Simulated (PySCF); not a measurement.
**Two probes of the same atoms: core binding energy and nuclear shielding**

4-chloro-1-butene, C₄H₇Cl.
Atom-mapped SMILES: `[CH2:1]=[CH:2][CH2:3][CH2:4][Cl:5]`

Binding energies: PySCF 2.14.0, delta-SCF UKS SCAN, pcX-2 on the ionised atom, pcseg-1 elsewhere, spin-free X2C. Shieldings: GIAO B97-2/pcSseg-2, non-relativistic, same geometry.

| atom | isotropic shielding (ppm) |
| --- | --- |
| C1 | 57.9 |
| C2 | 38.6 |
| C3 | 139.1 |
| C4 | 133.4 |

What are the C 1s binding energies of these atoms?

```tsv
atom	environment	C 1s (eV)	isotropic shielding (ppm)
C1	terminal =CH2 carbon	290.50	57.9
C2	alkene CH carbon	290.89	38.6
C3	allylic carbon	291.21	139.1
C4	sp3 C–Cl carbon	292.29	133.4
```

Among the listed atoms, is the one with the highest binding energy also the least shielded?

No. The highest binding energy is at C4 (292.29 eV, shielding 133.4 ppm), the lowest shielding at C2 (38.6 ppm, 290.89 eV).

By binding energy: C1 < C2 < C3 < C4. By shielding: C2 < C1 < C4 < C3.

Isolated species at its PBE0-D3(BJ)/def2-SVP geometry (one conformer only).

Conformer computed: `[CH2:1]=[CH:2][CH2:3][CH2:4][Cl:5]`: C1–C2–C3–C4 117°, C2–C3–C4–Cl5 178°.
